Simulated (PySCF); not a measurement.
**Frontier levels across methods**

Species: C5H8O.
Z-matrix (Å and degrees, PBE0-D3(BJ)/def2-SVP geometry), rows numbered from 1:
```
C 
C   1  1.4933
C   2  1.3281  1  124.80
C   3  1.4724  2  147.49  1     7.29
C   3  1.4586  2  148.96  1   172.08
O   5  1.3857  3  122.50  4   110.99
H   1  1.0992  2  111.34  3     0.45
H   1  1.1028  2  111.04  3   121.30
H   1  1.1029  2  111.22  3  -120.44
H   2  1.0974  1  117.18  3  -179.81
H   4  1.0972  3  117.90  5  -106.59
H   4  1.0968  3  120.07  5   106.17
H   5  1.0967  3  118.43  4  -104.39
H   6  0.9629  5  107.83  3   -10.55
```

Basis pcSseg-1 throughout (PySCF), one geometry. The structure is a single PBE0-D3(BJ)/def2-SVP conformer in the gas phase; no vibrational or solvent corrections.

Task: How do the orbital energies, the gap and the dipole change with the method?

Result: 
| method | kind | HOMO (eV) | LUMO (eV) | gap (eV) | μ (D) | SCF cycles |
| --- | --- | --- | --- | --- | --- | --- |
| BLYP | GGA | -5.50 | -0.89 | 4.61 | 1.78 | 15 |
| OPBE | GGA | -5.59 | -0.97 | 4.62 | 1.78 | 14 |
| PBE | GGA | -5.62 | -1.03 | 4.58 | 1.80 | 15 |
| B97-D | GGA | -5.64 | -0.95 | 4.69 | 1.81 | 15 |
| BP86 | GGA | -5.74 | -1.12 | 4.62 | 1.82 | 15 |
| KT2 | GGA | -5.74 | -1.03 | 4.71 | 1.78 | 14 |
| KT3 | GGA | -5.75 | -1.02 | 4.72 | 1.74 | 14 |
| LDA | LDA | -5.77 | -1.23 | 4.54 | 1.91 | 15 |
| B97-2 | global hybrid | -6.78 | -0.12 | 6.66 | 1.89 | 13 |
| B3LYP | global hybrid | -6.80 | -0.27 | 6.53 | 1.88 | 14 |
| PBE0 | global hybrid | -7.04 | -0.06 | 6.98 | 1.91 | 14 |
| mPW1PW91 | global hybrid | -7.08 | -0.08 | 7.00 | 1.92 | 13 |
| BHandHLYP | global hybrid | -8.18 | 1.07 | 9.24 | 1.98 | 13 |
| CAM-B3LYP | range-separated hybrid | -8.39 | 1.10 | 9.49 | 1.93 | 13 |
| wB97X-D | range-separated hybrid | -8.91 | 1.74 | 10.65 | 1.95 | 14 |
| HF | Hartree–Fock | -9.70 | 3.80 | 13.50 | 2.07 | 10 |
| LC-wPBE | range-separated hybrid | -9.75 | 2.21 | 11.97 | 1.98 | 13 |

The HOMO spans 4.26 eV, from BLYP down to LC-wPBE, and the gap runs from 4.54 eV (LDA) to 13.50 eV (HF). Over the methods BLYP (0 %), OPBE (0 %), PBE (0 %), B97-D (0 %), BP86 (0 %), KT2 (0 %), KT3 (0 %), LDA (0 %), B97-2 (21 %), B3LYP (20 %), PBE0 (25 %), mPW1PW91 (25 %), BHandHLYP (50 %), HF (100 %), a straight line through the gap against the share of exact exchange rises by 0.89 eV for each 10 % (correlation coefficient 0.999). The dipole ranges from 1.74 D (KT3) to 2.07 D (HF). This basis has no diffuse functions.
